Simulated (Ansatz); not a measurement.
# Black phosphorus

Calculation: PBE in Ansatz (plane waves, PAW).

Run with plane-wave cutoff 520 eV, 10×10×8 k mesh (along the axes of the cell as run), Fermi–Dirac smearing 0.01 eV, scalar-relativistic PAW data made under PBE.

Cell (relaxed at this level):

P is taken in the orthorhombic space group Cmce (No. 64), Pearson symbol oS8. Cell: a = 3.3096 Å, b = 11.3046 Å, c = 4.5647 Å, α = β = γ = 90.00°. P on 8f is surrounded by 3 P at 2.228–2.264 Å (trigonal pyramidal). (Neighbours: up to the widest gap in distance over summed covalent radii, below 1.35, at either atom.)
(The calculation used a cell of 4 atoms; values per cell refer to that cell.)

```json
{
 "bulk modulus B0": "7.42 GPa",
 "band_gap": "0.14 eV (direct)",
 "Γ–Γ gap": "1.72 eV"
}
```

Measured, for comparison: band gap 0.35 eV (temperature not stated, not corrected to a static lattice; as tabulated in Das et al. (2018), arXiv:1807.05623); bulk modulus 29.8 ± 0.7 GPa (room temperature, not corrected to a static lattice, our sources range from 29.8 to 33.3; as tabulated in Muhammad et al. (2024), arXiv:2307.07533). Computed (rounded) less measured: band gap -0.21 eV, bulk modulus -75 % (against room or unstated temperature, where such soft solids are markedly softer).

Note: for a layered or molecular solid the relaxed cell lies over 5 % above the published volume, where the minimum can be shallow; the cell comes from a level without a dispersion term, which matters for the spacing of layers, chains or molecules; the bulk modulus comes from volumes at which shape and atoms were relaxed.

The computed numbers hold no vibrational or temperature effects.

Cost on a shared machine: around 7 core-minutes (rough).

Ansatz is an electronic-structure program.
